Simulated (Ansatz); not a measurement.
## Ansatz (development build ahead of 0.2.0) run

```yaml
crystal:
  periodic: [false, false, false]
  atoms:
    - { symbol: B, position_ang: [-0.03269, -0.01053, 0.03634] }
    - { symbol: H, position_ang: [1.21724, 0.01946, -0.0448] }
    - { symbol: H, position_ang: [-0.57112, 1.02701, -0.03387] }
    - { symbol: H, position_ang: [-0.60638, -1.00332, -0.02761] }
basis:
  gaussian: { orbitals: "6-31G" }
hamiltonian:
  xc: hf
```

The input is written out in the form of the current development build from the run's settings.

The run gave:

```yaml
Converged: yes
Total_energy: -26.37268 hartree
Spin_squared_of_the_determinant: 0.000
```
